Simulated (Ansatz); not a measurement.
The cluster C3. Charge 0, multiplicity 3. Geometry PBE0-D4/def2-TZVPD, that of the charge -1 doublet; atoms count from 1.

```xyz
3

C     0.000    0.000    0.000
C    -0.385    0.616   -1.080
C     0.385   -0.616    1.080
```

At PBE0-D4/def2-TZVPD a singlet of charge 0 lies 2.07 eV below the triplet at the same geometry. The structure comes from a short search, and lower isomers may exist.

(1) Estimate the Mulliken populations from the PBE0/def2-TZVPD orbitals of Ansatz.

(2) Where does the spin sit?

(3) And the Mayer bond orders between bonded heavy atoms (over 0.3)?

## Answers

(1) 
```json
{"atom": "C1", "charge (e)": "0.26", "spin (α − β)": "-0.15"}
{"atom": "C2", "charge (e)": "-0.30", "spin (α − β)": "0.59"}
{"atom": "C3", "charge (e)": "0.04", "spin (α − β)": "1.56"}
```
Mulliken values and Mayer orders depend strongly on the basis. With diffuse functions, as here, like atoms can get unlike values, and bond orders can come out too low or too high.

(2) Summed by element: C 2.00, of 2 unpaired in all. Largest on single atoms: C3 1.56, C2 0.59, C1 -0.15.

(3) C1–C2 1.35 (1.30 Å); C1–C3 2.11 (1.30 Å). Values over 0.3 also appear between atoms too far apart for a bond (C2–C3 0.38 at 2.60 Å); they arise where an orbital or an unpaired electron spreads over both atoms.
